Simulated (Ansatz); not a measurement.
A nudged elastic band was laid between two geometries of BClH2 + H3Si (8 atoms, charge 0, multiplicity 2).

The calculation used UKS PBE0/6-31G* (Ansatz 0.2.0).

* movable images: 2
* climbing image: no
* spring: 5.0 eV/Å²
* optimiser: quadratic models (default)
* start path: through a guess of the saddle point
* force threshold: 0.05 eV/Å
* iteration limit: 60
* end points: relaxed

Initial state:

```xyz
8
Properties=species:S:1:pos:R:3
B -0.005 0.000 -0.756
Cl -0.014 0.010 0.984
H 1.049 -0.003 -1.312
H -1.054 -0.002 -1.323
Si 0.016 -0.003 5.394
H -0.763 -1.194 5.835
H 1.418 -0.067 5.894
H -0.647 1.259 5.826
```

Final state:

```xyz
8
Properties=species:S:1:pos:R:3
B 0.040 -0.046 0.602
Cl -0.442 1.310 2.135
H 1.209 -0.237 0.771
H -0.846 -0.847 0.667
Si -0.048 0.127 3.835
H -0.924 -1.058 3.727
H 1.392 -0.206 3.784
H -0.380 0.956 5.021
```

(1) Which bonds break or form, and what moves?

(2) Give the energies along the band, and the barrier.

The band took 30 iterations and about 2.8 core-minutes.

## Answers

(1) Bonds formed: Cl2–Si5. BClH2 + H3Si becomes BClH5Si.

(2) The run converged. The highest image is number 3 of 0 to 3, 69.2 kJ/mol above the first end and 0.0 kJ/mol above the last; the last end lies 69.2 kJ/mol above the first. The highest image is an end point: on this band no image between the ends rises above it. So few images can step over the top or miss a turn of the path.

| image | path coordinate (Å) | energy (kJ/mol) | Cl2–Si5 (Å) |
| --- | --- | --- | --- |
| 0 | 0.00 | 0.0 | 4.41 |
| 1 | 2.27 | -0.1 | 4.78 |
| 2 | 4.53 | 0.6 | 4.19 |
| 3 | 6.79 | 69.2 | 2.11 |

Run time: 2.8 min on 1 thread of AMD EPYC 7R43 64-Core Processor (Zen 3), on a shared host, peak memory 0.17 GiB.
